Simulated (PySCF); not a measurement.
## Two-dimensional NMR puzzle

Compound of formula C3H3F2N. Correlations simulated from computed shifts and couplings:

HSQC (one-bond C–H):
```tsv
δH	δC	¹J(C,H) (Hz)
1.75	27.9	139
```

HMBC (two and three bonds, |J| ≥ 2.5 Hz):
```tsv
δH	δC [abs. J in Hz]
1.75	120.7 [4.4], 119.3 [3.6]
```

Carbons without hydrogens: δ 120.7, 119.3.

[PySCF 2.14.0 with density-fitted response routines: B3LYP/pcJ-1 coupling constants; PBE0-D3(BJ)/def2-SVP structure; shieldings: GIAO PBE/pcSseg-2; equivalent nuclei averaged; no solvent; one computed conformer; relativity neglected]

Referencing at the same level of theory: TMS for ¹H (31.18 ppm) and ¹³C (179.39 ppm).

Exchangeable hydrogens are left out of these lists, and C,H couplings along chains are those of one rotamer, so weak HMBC peaks may be missing or extra.

**Question.** Work out the connectivity.

**Answer.** SMILES CC(F)(F)C#N.

Atoms are numbered as in `[CH3:1][C:2]([F:3])([F:4])[C:5]#[N:6]`. Each H is labelled by its parent atom.

1. δC 120.7 is C2, a fully substituted sp3 carbon bonded to 2 F, α to a nitrile.
2. δC 119.3 is C5, a nitrile carbon.
3. δC 27.9 is C1, a methyl carbon (δH 1.75).
4. HMBC from δH 1.75 reaches the proton-free carbons C2, C5.

The data come from this structure; uniqueness wasn't tested.

Common functionals overestimate the size of one-bond C–F couplings by tens of Hz; these are unscaled. Shifts are as computed, not scaled to solution data. Of 1211 compounds with measured shifts, 218 miss one by over three times the rms of a fit or turn the order of signals round; such compounds aren't used in these exercises.
